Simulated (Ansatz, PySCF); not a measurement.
Molecule: allene, C3H4, charge 0, multiplicity 1. 
Structure (B3LYP-D3(BJ)/def2-TZVP (Ansatz, a quantum-chemistry and plane-wave program) minimum search):
```xyz
7

C      0.0000     0.0000     0.0000
C     -0.0052     0.0000     1.3001
C      0.0052     0.0000    -1.3001
H     -0.0108     0.9262     1.8632
H     -0.0040    -0.9263     1.8631
H      0.9337     0.0035    -1.8595
H     -0.9188    -0.0034    -1.8668
```
Charge 0, spin multiplicity 1.


Wanted: enthalpy of formation at 298 K (from the atomisation energy, B3LYP-D3(BJ)/def2-TZVP harmonic zero-point and thermal terms from PySCF, and the atoms' enthalpies of formation in the G2/97 table; no spin-orbit terms, and no core term in the frozen-core levels), in kcal/mol. Correlated levels leave the core frozen unless marked. Open shells are spin-unrestricted. Spin-orbit coupling is left out. Non-relativistic. The coupled-cluster limit lacks core correlation, which all-electron functionals hold. Basis-set limits of correlation are two-point, X^-3; Hartree-Fock from the larger set. The bracket is a focal-point correction in the basis named.

```csv
level,program,enthalpy of formation at 298 K (kcal/mol),minus last row
PBE-D3(BJ)/def2-TZVPD,Ansatz + dftd3,23.6,-23.9
BLYP-D3(BJ)/def2-TZVPD,Ansatz + dftd3,41.0,-6.5
r2SCAN/def2-TZVPD,Ansatz,43.0,-4.5
r2SCANh-D4/def2-TZVPD,Ansatz + dftd4,47.1,-0.4
r2SCANh/def2-TZVPD,Ansatz,47.6,0.1
wB97X-V/def2-TZVPD,Ansatz,48.1,0.6
B2GP-PLYP/def2-TZVPD,Ansatz,54.2,6.7
B2PLYP/def2-TZVPD,Ansatz,51.4,3.9
RPA@PBE/cc-pVTZ,Ansatz,96.5,49.0
MP2/aug-cc-pVTZ,Ansatz,51.0,3.5
MP2/cc-pVTZ,Ansatz,54.0,6.5
RI-MP2/aug-cc-pVTZ,Ansatz,51.1,3.6
"RI-MP2/CBS(cc-pVTZ,cc-pVQZ)",Ansatz,37.3,-10.2
SCS-MP2/STO-3G,Ansatz,48.2,0.7
SCS-MP2/6-31G,Ansatz,131.5,84.0
CCSD/STO-3G,Ansatz,39.1,-8.4
CCSD/6-31G*,Ansatz,110.4,62.9
CCSD/cc-pVDZ,Ansatz,107.5,60.0
CCSD(T)/cc-pwCVTZ,Ansatz,63.2,15.7
CCSD(T) with core electrons/cc-pwCVTZ,Ansatz,59.7,12.2
"RI-MP2/CBS(aug-cc-pVTZ,aug-cc-pVQZ)+[CCSD(T)-MP2]/aug-cc-pVTZ",Ansatz,47.5,0.0
```
